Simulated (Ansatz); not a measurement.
Potential energy surface of CH₂, triplet: symmetric bend, bond length relaxed. Scanned: H-C-H angle. Other coordinates (C-H bond length) were minimised at PBE0/def2-TZVP.

Levels of theory: UKS-BLYP/aug-cc-pVDZ = unrestricted BLYP/aug-cc-pVDZ run with Ansatz (a quantum-chemistry and plane-wave program); FCI/aug-cc-pVDZ = full CI/aug-cc-pVDZ, frozen core in Ansatz.

Energies relative to the lowest point of each profile, in kcal/mol:

```tsv
a / °	UKS-BLYP/aug-cc-pVDZ
163.72	2.8
155.08	1.6
146.04	0.4
140.52	0.0
130.99	0.1
125.06	0.8
117.68	2.7
108.85	6.5
98.73	13.3
91.27	20.3
77.57	37.7
68.29	53.5
```

Q: What does FCI/aug-cc-pVDZ give at the same points?

A: 163.72: 4.6; 155.08: 2.9; 146.04: 1.1; 140.52: 0.4; 130.99: 0.0; 125.06: 0.5; 117.68: 2.2; 108.85: 6.0; 98.73: 12.8; 91.27: 19.9; 77.57: 37.6; 68.29: 53.6 (kcal/mol).

The scan ran from 180.0 to 60.0; beyond the range shown the relaxed coordinates jump or full CI changes its symmetry label.
